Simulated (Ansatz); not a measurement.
Reaction (SMILES): O=C=S + 4 [H][H] (H2) → C (CH4) + O (H2O) + S (H2S)
B3LYP-D3(BJ)/def2-TZVP geometries, fixed; electronic energies without zero-point terms.

Energies in hartree at MP2 with Ansatz (an electronic-structure program); the energy of full hydrogenation is their sum with the coefficients shown, times 627.509 kcal/mol a hartree. All functions are spherical. Cores are frozen. No added dispersion term, no relativity.

| species | coefficient | part | cc-pV(D+d)Z | cc-pV(T+d)Z | cc-pV(Q+d)Z |
|---|---|---|---|---|---|
| O=C=S | -1 | Hartree-Fock | -510.29551 | -510.34174 | -510.35367 |
| O=C=S | -1 | correlation | -0.43694 | -0.54558 | -0.58675 |
| [H][H] (H2) | -4 | Hartree-Fock | -1.12874 | -1.13293 | -1.13342 |
| [H][H] (H2) | -4 | correlation | -0.02641 | -0.03169 | -0.03312 |
| C (CH4) | +1 | Hartree-Fock | -40.19870 | -40.21333 | -40.21615 |
| C (CH4) | +1 | correlation | -0.16119 | -0.19830 | -0.21010 |
| O (H2O) | +1 | Hartree-Fock | -76.02645 | -76.05675 | -76.06441 |
| O (H2O) | +1 | correlation | -0.20194 | -0.26179 | -0.28314 |
| S (H2S) | +1 | Hartree-Fock | -398.69871 | -398.71493 | -398.71899 |
| S (H2S) | +1 | correlation | -0.14593 | -0.19080 | -0.20675 |

Task: Predict the energy of full hydrogenation in cc-pV(5+d)Z (X = 5): let each Hartree-Fock step shrink by the ratio of the last two, and fit each correlation energy at X = 3 and 4 to E + A/X^3. Compare with the run.

Result: 
- O=C=S: steps -0.04623 and -0.01193, ratio 0.258, so Hartree-Fock -510.35675 (run: -510.35615); A = (-0.54558 - (-0.58675))/(1/27 - 1/64) = 1.9228, correlation -0.58675 - A/64 + A/125 = -0.60141 (run: -0.60412).
- [H][H] (H2): steps -0.00419 and -0.00049, ratio 0.117, so Hartree-Fock -1.13348 (run: -1.13357); A = (-0.03169 - (-0.03312))/(1/27 - 1/64) = 0.0668, correlation -0.03312 - A/64 + A/125 = -0.03363 (run: -0.03367).
- C (CH4): steps -0.01463 and -0.00282, ratio 0.193, so Hartree-Fock -40.21669 (run: -40.21689); A = (-0.19830 - (-0.21010))/(1/27 - 1/64) = 0.5511, correlation -0.21010 - A/64 + A/125 = -0.21430 (run: -0.21437).
- O (H2O): steps -0.03030 and -0.00766, ratio 0.253, so Hartree-Fock -76.06635 (run: -76.06667); A = (-0.26179 - (-0.28314))/(1/27 - 1/64) = 0.9971, correlation -0.28314 - A/64 + A/125 = -0.29074 (run: -0.29186).
- S (H2S): steps -0.01622 and -0.00406, ratio 0.250, so Hartree-Fock -398.72001 (run: -398.71979); A = (-0.19080 - (-0.20675))/(1/27 - 1/64) = 0.7449, correlation -0.20675 - A/64 + A/125 = -0.21243 (run: -0.21334).
Predicted -58.94 kcal/mol; the run in cc-pV(5+d)Z gives -58.79, a miss of -0.14. Keeping the value in cc-pV(Q+d)Z, -58.33, would miss by 0.46. All sums are of the energies as printed.
